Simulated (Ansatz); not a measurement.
A made-up structure of C2H4, closed shell:

```
6
angstrom
C -0.0874 -0.6399 -0.1428
C 0.0875 0.6399 0.1428
H 0.0320 -1.4127 0.6089
H -0.3574 -0.9691 -1.1405
H -0.0321 1.4127 -0.6089
H -0.4643 -0.6952 0.8464
```

It is relaxed with PBE-D4/def2-SVP and then PBE0-D4/def2-TZVP (Ansatz 0.2.0). Atoms count as bonded within 1.22 times the sum of their covalent radii (H–H: 0.88 Å). The end point is not checked to be a true minimum.

(1) Does its bonding change? (A judgement: the text doesn't fix the answer.)

## Answers

(1) Computed: Yes. Formed: C2–H6; broken: C1–H6.

Where it ends: The first stage lowers the energy by 5.64 eV in 22 steps. It ends as C₂H₄ (C=C):
C1  (-0.027, -0.887, -0.279)
C2  (-0.247, 0.333, 0.181)
H3  (0.106, -1.733, 0.387)
H4  (0.029, -1.093, -1.343)
H5  (-0.381, 1.178, -0.485)
H6  (-0.303, 0.538, 1.245)
(Å)

For scale, one of the runs: PBE0-D4/def2-TZVP relaxation, 86 basis functions, launched by `ansatz run in.yaml --threads 2 --pin off --events-out ev --progress --plain --max-ram 4352MiB`. Hardware: 2 CPU threads of an Arm Neoverse V1, shared host. Wall time about 2.8 s.
